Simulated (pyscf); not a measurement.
Optimised with ωB97X-D3(BJ)/def2-SVP in PySCF.

### Question
Estimate the classical barrier height and the reaction energy of H₃Si–SiH(SiH₃)–SiH₃ + boron trichloride (Cl–B(Cl)–Cl) → H₃Si–SiH(SiH₃)–SiH₂–Cl + Cl–BH–Cl at ωB97M-D3(BJ)/def2-TZVP. The step runs on the singlet surface, breaks H–Si, B–Cl and forms Cl–Si, B–H; take the separated reactants as zero.

### Answer
ΔE‡ = 78.9 kJ/mol, ΔE = -17.6 kJ/mol. Zero-point energy shifts the barrier by +9.1 kJ/mol. It is a four-centre exchange, with an imaginary mode of 302i cm⁻¹. One saddle was located; it need not be the lowest between these sides.
